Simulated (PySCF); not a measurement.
**BH4P: core ionisation energies**

Species: BH4P.
Geometry (PBE0-D3(BJ)/def2-SVP, Å), atoms numbered from 1 in this order:
```
atom  x, y, z in Å
B1    -0.8928   -0.0312   -0.0211
P2     0.9014    0.0174   -0.4919
H3    -1.5213    0.9982    0.0112
H4    -1.4502   -1.0971    0.0725
H5     1.5232   -1.0341    0.2255
H6     1.4459    1.1508    0.1608
```

Computed, not measured: delta-SCF UKS SCAN, pcX-2 on the ionised atom, pcseg-1 elsewhere, spin-free X2C (PySCF 2.14.0). These are vertical core ionisation energies against the vacuum level, from separate self-consistent calculations with and without the core hole.

Task: List the computed XPS lines with their assignment.

Result: 
| atom(s) | environment | level | binding energy (eV) | 2p1/2 (eV) | count |
| --- | --- | --- | --- | --- | --- |
| P2 | three-coordinate phosphorus | P 2p3/2 | 136.70 | 137.59 | 1 |
| P2 | three-coordinate phosphorus | P 1s | 2150.21 | – | 1 |

Task: What is the longest wavelength that can ionise P 1s of P2 vertically?

Result: λ = hc/E = 12398.42 eV Å / 2150.21 eV = 5.766 Å.

Task: Which photon energy gives electrons from P 1s of P2 a kinetic energy of 100 eV, and what is their de Broglie wavelength?

Result: hν = 2150.21 + 100 = 2250.21 eV, recoil neglected; λ = 12.264 Å/√(E/eV) = 1.23 Å.

Not every level is listed. The 2p values add to the ΔSCF energy of one spin-free hole a correction within the shell (spin–orbit coupling, ligand field). 2p1/2 minus 2p3/2 (ligand field included): P 0.89 eV. No level of boron is listed. Isolated species at its PBE0-D3(BJ)/def2-SVP geometry (one conformer only).

On an Arm Neoverse V2 with one thread, no GPU (shared host), this took 6.1 s of wall time.
